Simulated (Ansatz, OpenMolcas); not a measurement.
How methods differ on C4H6 (1,2-butadiene)

The species is C4H6 (10 atoms), meant as a singlet with charge 0. SMILES: `C=C=CC`. The shape is that of a PBE0-D4/def2-TZVP optimisation.

Quantity: the atomisation enthalpy at 298 K, in kJ/mol. The values are calculated. The thermal term (zero-point and 298 K enthalpy, harmonic and unscaled) is that of PBE0-D4/def2-TZVP; the spin-orbit lowering of the free atoms at 298 K, 0.1 kJ/mol by their spectra, is taken off.

**The experiment to reproduce.** CRC Handbook of Chemistry and Physics gives the atomisation enthalpy at 298 K of the gas as 4013 kJ/mol.

| level | kind | program | value (kJ/mol) | computed − measured |
| --- | --- | --- | --- | --- |
| HF/cc-pVDZ | Hartree–Fock | OpenMolcas | 2901 | -1112 |
| PBE/cc-pVDZ | GGA | OpenMolcas | 4060 | +47 |
| revPBE/cc-pVDZ | GGA | OpenMolcas | 3928 | -85 |
| TPSS/cc-pVDZ | meta-GGA | OpenMolcas | 3981 | -32 |
| B3LYP/cc-pVDZ | global hybrid | OpenMolcas | 3937 | -76 |
| BHLYP/cc-pVDZ | global hybrid | OpenMolcas | 3825 | -188 |
| M06-2X/cc-pVDZ | hybrid meta-GGA | OpenMolcas | 3951 | -62 |
| PBE0/cc-pVDZ | global hybrid | OpenMolcas | 3987 | -26 |

Nearest: PBE0/cc-pVDZ (-26 kJ/mol); farthest: HF/cc-pVDZ (-1112 kJ/mol). Computed less measured by kind, in kJ/mol (cc-pVDZ rows): Hartree–Fock -1112; GGA -85 to +47; meta-GGA -32; global hybrid -188 to -26.
